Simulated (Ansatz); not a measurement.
**Question.** Name a neutral molecule of C, N and H with HOMO–LUMO gap (ωB97M-V/def2-TZVPP) between 9.50 and 9.80 eV and zero-point energy (PBE0-D4/def2-TZVP) between 155 and 171 kJ/mol (Ansatz, PBE0-D4/def2-TZVP geometry).

**Answer.** `N=C=CN` (9.67 eV, 163.8 kJ/mol); `NC1=CN1` (9.76 eV, 161.5 kJ/mol). Other molecules can fit too; these were computed, each in one conformer that needn't be the lowest.
